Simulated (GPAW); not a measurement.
# H3PO (SMILES O=[PH3]) at 3 levels

Aim: a comparison of 3 runs (OLYP-D4/real-space grid, PBE/real-space grid, PBE/dzp) of H3PO. 

The results are computed with GPAW 26.7.0.

6 further runs of the same task are left out: 4 that didn't finish, 2 set aside as unsound or not needed.

## (1) Starting point

H3PO: 5 atoms, total charge 0, spin state singlet. SMILES: `O=[PH3]`. The shape is that of a GFN2-xTB optimisation.

Bond lengths: O1–P2 1.453 Å, P2–H3 1.388 Å, P2–H4 1.387 Å, P2–H5 1.387 Å. Angles: O1–P2–H3 115.2°, O1–P2–H4 115.3°, O1–P2–H5 115.2°, H3–P2–H4 103.2°, H3–P2–H5 103.0°, H4–P2–H5 103.2°.

## (2) The charge distribution at OLYP-D4/real-space grid (scalar-relativistic datasets + spin-orbit) (run 1)

molecule.py

```python
import numpy as np
from ase import Atoms
from ase.calculators.mixing import SumCalculator
from ase.units import Bohr
from dftd4.ase import DFTD4
from gpaw import GPAW, setup_paths
from gpaw.atom.configurations import parameters
from gpaw.atom.generator import Generator
from gpaw.spinorbit import soc_eigenstates

# Geometry
positions_bohr = np.array(
              [[ -2.611526,  -0.620340,   1.007130],
               [ -0.110568,  -0.027684,   0.042576],
               [  1.525122,   1.067431,   1.775209],
               [  1.254136,  -2.075524,  -0.859618],
               [ -0.057164,   1.656118,  -1.965296]])
mol = Atoms('OPHHH', positions=positions_bohr * Bohr)
mol.center(vacuum=5.0)

# Generate the setups first
for symbol in ['H', 'O', 'P']:
    Generator(symbol, xcname='GGA_X_OPTX+GGA_C_LYP', scalarrel=True, nofiles=True, txt=None).run(**parameters[symbol])
setup_paths.insert(0, '.')

# GPAW settings
calc = GPAW(mode='fd',
            h=0.16,
            xc='GGA_X_OPTX+GGA_C_LYP',
            occupations={'name': 'fermi-dirac', 'width': 0.02},
            maxiter=100,
            symmetry='off',
            txt='-')
mol.calc = SumCalculator([DFTD4(method='OLYP'), calc])

energy = mol.get_potential_energy()
print(f'Energy: {energy:.5f} eV')
forces = mol.get_forces()
print('Forces (eV/Ang)')
for symbol, f in zip(mol.symbols, forces):
    print(f'{symbol:2} {f[0]:9.4f} {f[1]:9.4f} {f[2]:9.4f}')
homo, lumo = calc.get_homo_lumo()
print(f'HOMO = {homo:.3f} eV')
print(f'LUMO = {lumo:.3f} eV')
print(f'Gap = {lumo - homo:.3f} eV')

soc = soc_eigenstates(calc)
soc_levels = soc.eigenvalues()[0]
print('Levels with spin-orbit coupling (eV):')
print(soc_levels.round(3))
```

Launch:

```sh
$ python3 -u molecule.py | tee molecule.out
```

What it wrote:

```text
[...]
Number of symmetries: 1
[...]
  Number of IBZ points: 1
[...]
Spin-components: 1 (collinear spins)
Bands:           11
[...]
  Valence electrons: 14.0
[...]
  Grid points: [76 76 76]
  Charge: 0.0  # |e|
[...]
    cutoffs:
[...]
occupation numbers:
  Fermi-Dirac:
[...]
xc functional:
  name: GGA_X_OPTX+GGA_C_LYP with 2 nearest neighbor stencil
[...]
|iter     |     time |      energy | eigst |  dens |
[...]
|iter:   1| 00:00:07 |  -24.790913 | +1.41 |       |
[...]
|iter:  15| 00:00:45 |  -22.161792c| -7.73c| -6.09c|
Converged in 15 steps
[...]
Energy contributions relative to reference atoms: (reference = -11387.881676)
Energy contributions:
  Kinetic:          33.124228
  Coulomb:         -32.686742
  Zero:              0.310768
  External:          0.000000
  Xc:              -22.910046
  Entropy:          -0.000000
  Spinorbit:         0.000000
  ----------------------------
  Free energy:     -22.161792
  Extrapolated:    -22.161792
dipole moment: (0.655091, 0.154829, -0.252693)  # |e|*Ang
Fermi level: -4.703
[...]
Gap: 5.754 eV
Transition (v -> c):
[...]
Forces (eV/Ang)
O    -2.4808   -0.5858    0.9705
P     1.0077    0.2522   -0.3705
H     0.6536    0.3330    0.3722
H     0.5968   -0.5005   -0.3234
H     0.2435    0.5057   -0.6371
HOMO = -6.853 eV
LUMO = -1.099 eV
Gap = 5.754 eV
Levels with spin-orbit coupling (eV):
[-24.571 -24.571 -16.1   -16.1   -11.041 -11.041 -11.016 -11.016  -9.298
  -9.298  -6.862  -6.862  -6.846  -6.846  -1.099  -1.099  -1.051  -1.051
   0.092   0.092   0.119   0.119]
```

Run time: 47 s. Hardware: 1 thread of Intel Xeon Platinum 8488C (Sapphire Rapids), shared host; peak memory 0.94 GiB.

## (3) The charge distribution at PBE/real-space grid (scalar-relativistic datasets) (run 2)

gs.xyz

```xyz
5

O     -1.381960    -0.328270     0.532950
P     -0.058510    -0.014650     0.022530
H      0.807060     0.564860     0.939400
H      0.663660    -1.098320    -0.454890
H     -0.030250     0.876380    -1.039990
```

gs_sp.py

```python
import numpy as np
from ase.io import read
from ase.units import Debye
from gpaw import GPAW

atoms = read('gs.xyz')
atoms.center(vacuum=4.5)

calc = GPAW(mode='fd', xc='PBE', h=0.18, maxiter=150, txt='-')
atoms.calc = calc

energy = atoms.get_potential_energy()
print(f'Energy: {energy:.5f} eV')
forces = atoms.get_forces()
print('Forces (eV/Ang)')
for symbol, f in zip(atoms.symbols, forces):
    print(f'{symbol:2} {f[0]:9.4f} {f[1]:9.4f} {f[2]:9.4f}')
dipole = atoms.get_dipole_moment() / Debye
print(f'Dipole: {np.linalg.norm(dipole):.3f} D')
homo, lumo = calc.get_homo_lumo()
print(f'HOMO = {homo:.3f} eV')
print(f'LUMO = {lumo:.3f} eV')
print(f'Gap = {lumo - homo:.3f} eV')
```

Launch:

```sh
$ OMP_NUM_THREADS=1 python gs_sp.py
```

What it wrote:

```text
[...]
Number of symmetries: 1
[...]
  Number of IBZ points: 1
[...]
Spin-components: 1 (collinear spins)
Bands:           11
[...]
  Valence electrons: 14.0
[...]
  Grid points: [64 60 60]
  Charge: 0.0  # |e|
[...]
    cutoffs:
[...]
occupation numbers:
  # Zero width
[...]
xc functional:
  name: PBE with 2 nearest neighbor stencil
[...]
|iter     |     time |      energy | eigst |  dens |
[...]
|iter:   1| 00:00:03 |  -25.421486 | +1.31 |       |
[...]
|iter:  15| 00:00:21 |  -22.732384c| -7.66c| -6.00c|
Converged in 15 steps
[...]
Energy contributions relative to reference atoms: (reference = -11381.236447)
Energy contributions:
  Kinetic:          33.249791
  Coulomb:         -33.044365
  Zero:              0.409208
  External:          0.000000
  Xc:              -23.347018
  Entropy:           0.000000
  Spinorbit:         0.000000
  ----------------------------
  Free energy:     -22.732384
  Extrapolated:    -22.732384
dipole moment: (0.661534, 0.156421, -0.255219)  # |e|*Ang
Fermi level: -4.036
[...]
Gap: 5.846 eV
Transition (v -> c):
[...]
Forces (eV/Ang)
O    -2.7520   -0.6872    1.0925
P     1.1189    0.2865   -0.4370
H     0.7280    0.3766    0.4454
H     0.6534   -0.5846   -0.3671
H     0.2357    0.5734   -0.7154
Dipole: 3.488 D
HOMO = -6.959 eV
LUMO = -1.112 eV
Gap = 5.846 eV
```

Run time: 22 s. Hardware: 1 thread of Intel Xeon Platinum 8488C (Sapphire Rapids), shared host; peak memory 0.5 GiB.

## (4) The charge distribution at PBE/dzp (scalar-relativistic datasets) (run 3)

h3op.sdf

```

     RDKit          3D

  5  4  0  0  0  0  0  0  0  0999 V2000
   -1.3820   -0.3283    0.5330 O   0  0  0  0  0  0  0  0  0  0  0  0
   -0.0585   -0.0146    0.0225 P   0  0  0  0  0  5  0  0  0  0  0  0
    0.8071    0.5649    0.9394 H   0  0  0  0  0  0  0  0  0  0  0  0
    0.6637   -1.0983   -0.4549 H   0  0  0  0  0  0  0  0  0  0  0  0
   -0.0302    0.8764   -1.0400 H   0  0  0  0  0  0  0  0  0  0  0  0
  2  1  2  0
  3  2  1  0
  4  2  1  0
  5  2  1  0
M  END
$$$$
```

h3op_sp.py

```python
import numpy as np
from ase.io import read
from ase.units import Debye
from gpaw import GPAW

# Atomic positions
atoms = read("h3op.sdf")
atoms.center(vacuum=4.5)

# GPAW settings
gpaw_calc = GPAW(mode="lcao", basis="dzp", h=0.18, xc="PBE", maxiter=150, txt="-")
atoms.calc = gpaw_calc

energy = atoms.get_potential_energy()
print(f"Energy                  {energy:.5f} eV")
forces = atoms.get_forces()
print("Forces (eV/Ang)")
for symbol, f in zip(atoms.symbols, forces):
    print(f'{symbol:2} {f[0]:9.4f} {f[1]:9.4f} {f[2]:9.4f}')
dipole = atoms.get_dipole_moment() / Debye
print(f"Dipole: {np.linalg.norm(dipole):.3f} D")
homo, lumo = gpaw_calc.get_homo_lumo()
print(f"HOMO = {homo:.3f} eV")
print(f"LUMO                    {lumo:.3f} eV")
print(f"Gap                     {lumo - homo:.3f} eV")
```

Launch:

```sh
$ python h3op_sp.py > h3op_sp.log
```

What it wrote:

```text
[...]
Number of symmetries: 1
[...]
  Number of IBZ points: 1
[...]
basis functions: 41
Spin-components: 1 (collinear spins)
Bands:           11
[...]
  Valence electrons: 14.0
[...]
  Grid points: [64 60 60]
  Charge: 0.0  # |e|
[...]
    cutoffs:
[...]
occupation numbers:
  # Zero width
[...]
xc functional:
  name: PBE with 2 nearest neighbor stencil
[...]
|iter     |     time |      energy | eigst |  dens |
[...]
|iter:   1| 00:00:05 |  -22.970251 |      c|       |
[...]
|iter:   8| 00:00:11 |  -20.914204c|      c| -4.12c|
Converged in 8 steps
[...]
Energy contributions relative to reference atoms: (reference = -11381.236447)
Energy contributions:
  Kinetic:          26.569183
  Coulomb:         -24.228486
  Zero:              0.035045
  External:          0.000000
  Xc:              -23.289945
  Entropy:           0.000000
  Spinorbit:         0.000000
  ----------------------------
  Free energy:     -20.914204
  Extrapolated:    -20.914204
dipole moment: (0.617992, 0.145959, -0.238435)  # |e|*Ang
Fermi level: -3.130
[...]
Gap: 6.676 eV
Transition (v -> c):
[...]
Forces (eV/Ang)
O    -3.5941   -0.8572    1.3824
P     0.9587    0.2438   -0.3606
H     1.1358    0.5729    0.6212
H     1.0276   -0.8283   -0.5659
H     0.4192    0.8456   -1.0591
Dipole: 3.258 D
HOMO = -6.468 eV
LUMO                    0.208 eV
Gap                     6.676 eV
```

Run time: 12 s. Hardware: 1 thread of Intel Xeon Platinum 8488C (Sapphire Rapids), shared host; peak memory 0.57 GiB.

## (5) All runs side by side

```csv
run,level,grid spacing,vacuum round the molecule,energy (Eh),dipole moment (D),HOMO energy (eV),LUMO energy (eV),wall time
1,OLYP-D4/real-space grid (scalar-relativistic datasets + spin-orbit),0.16,5,-419.324302,3.45,-6.85,-1.10,47 s
2,PBE/real-space grid (scalar-relativistic datasets),0.18,4.5,-419.088125,3.49,-6.96,-1.11,22 s
3,PBE/dzp (scalar-relativistic datasets),0.18,4.5,-419.021308,3.26,-6.47,0.21,12 s
```

## (6) Results

| quantity | value |
| --- | --- |
| run 3: energy as printed (from the program's reference atoms) | -20.9142 eV |
| run 3: dipole moment | 3.26 D |
| run 3: HOMO energy | -6.47 eV |
| run 3: LUMO energy | 0.21 eV |
| run 3: HOMO–LUMO gap | 6.68 eV |
| run 3: largest force on an atom | 3.945 eV/Å |

In words: The dipole moment (its size) runs from 3.26 D (PBE/dzp) to 3.49 D (PBE/real-space grid). The HOMO–LUMO gap runs from 5.75 eV (OLYP-D4/real-space grid) to 6.68 eV (PBE/dzp). The two ends differ in method and basis and Hamiltonian. Totals of different functionals can't be ranked against each other. All runs together took 81 s, the longest 47 s.
